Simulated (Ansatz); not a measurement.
# Si2H4 (triplet): from Hartree-Fock to the top rungs at distance Si1–H5 along a hydrogen transfer = 1.848 Å, cc-pVDZ

Aim: climb from Hartree-Fock through coupled cluster and multireference methods for Si2H4 (triplet) at one geometry and basis, and see what each rung misses.

Program: Ansatz 0.2.0, Gaussian basis. Level of theory: cc-pVDZ, core rule «outside noble gas», up to 10 orbitals frozen. These are calculated values, not measurements.

Plan: UHF; CCSD(T) on ROHF; CCSD(T) on UHF; BCCD(T) on ROHF; CISD; CCSDT(Q) on ROHF; CCSDT(Q) on UHF; CASSCF and MRCISD+Q, 4 electrons in 4 orbitals; CASSCF and NEVPT2, 4 electrons in 4 orbitals.

10 further runs of the same task are left out: 10 that didn't finish.

### 1 The geometry

The geometry derives from fragments relaxed apart (PBE0/def2-TZVP) and kept rigid, so it is no stationary point. A hydrogen atom is moved between rigid fragments.

6 atoms, charge 0, spin multiplicity 3.

Atoms are counted from 1 here; the program's logs count them from 0.

Bond lengths: Si1–H2 1.485 Å, Si1–H3 1.485 Å, Si1–H4 1.485 Å. Angles: H2–Si1–H3 109.5°, H2–Si1–H4 109.5°, H3–Si1–H4 109.5°.

### 2 UHF

Input file in.yaml:

```yaml
crystal:
  periodic: [false, false, false]
  atoms:
    - {symbol: Si, position_ang: [-1.766246, 0.000000, 0.000000]}
    - {symbol: H, position_ang: [-2.261117, 1.399708, 0.000000]}
    - {symbol: H, position_ang: [-2.261117, -0.699854, 1.212183]}
    - {symbol: H, position_ang: [-2.261117, -0.699854, -1.212182]}
    - {symbol: H, position_ang: [0.081754, 0.000000, 0.000000]}
    - {symbol: Si, position_ang: [2.006754, 0.000000, 0.000000]}
basis:
  gaussian: {orbitals: cc-pVDZ}
magnetization: {spin_polarized: true, initial_magnetization: 2}
hamiltonian: {xc: hf}
output: {orbitals: {seedname: orbitals}}
```

On the command line:

```sh
ansatz run in.yaml --threads 1 --pin off --events-out ev --progress --plain --max-ram 2393MiB
```

Further steps of the session: CCSD(T) on ROHF; CCSD(T) on UHF; BCCD(T) on ROHF; CISD; CCSDT(Q) on ROHF; CCSDT(Q) on UHF; CASSCF and MRCISD+Q, 4 electrons in 4 orbitals; CASSCF and NEVPT2, 4 electrons in 4 orbitals.

**Question.** What will the summary of the whole plan be? Wanted: UCCSDT(Q) below the RHF energy; RMP2 from UCCSDT(Q); UMP2 from UCCSDT(Q); RCCSD from UCCSDT(Q); RCCSD(T) from UCCSDT(Q); UCCSD(T) from UCCSDT(Q); RCCSDT(Q) from UCCSDT(Q); NEVPT2 pair from UCCSDT(Q); MRCISD+Q pair from UCCSDT(Q).

**Answer**, as computed:

| quantity | value |
| --- | --- |
| UCCSDT(Q) below the RHF energy | -6.2563 eV |
| RMP2 from UCCSDT(Q) | +34.96 kcal/mol |
| UMP2 from UCCSDT(Q) | +34.91 kcal/mol |
| RCCSD from UCCSDT(Q) | +4.21 kcal/mol |
| RCCSD(T) from UCCSDT(Q) | +0.96 kcal/mol |
| UCCSD(T) from UCCSDT(Q) | +0.95 kcal/mol |
| RCCSDT(Q) from UCCSDT(Q) | +0.01 kcal/mol |
| NEVPT2 pair from UCCSDT(Q) | +34.71 kcal/mol |
| MRCISD+Q pair from UCCSDT(Q) | +0.42 kcal/mol |
| levels within 1 kcal/mol (43 meV) | RCCSD(T), UCCSD(T), BCCD(T), RCCSDT, UCCSDT, RCCSDT(Q), MRCISD+Q pair |
| T1 diagnostic | 0.020 |

What this shows: RCCSD(T) misses by +0.96 kcal/mol, 0.7 % of the correlation energy. Of the multireference levels listed MRCISD+Q pair comes nearest in total energy (+0.42 kcal/mol), which doesn't show that its space is the better one. These misses are within one basis, not against nature; the frozen cores of restricted and unrestricted runs differ, which can shift their rows.
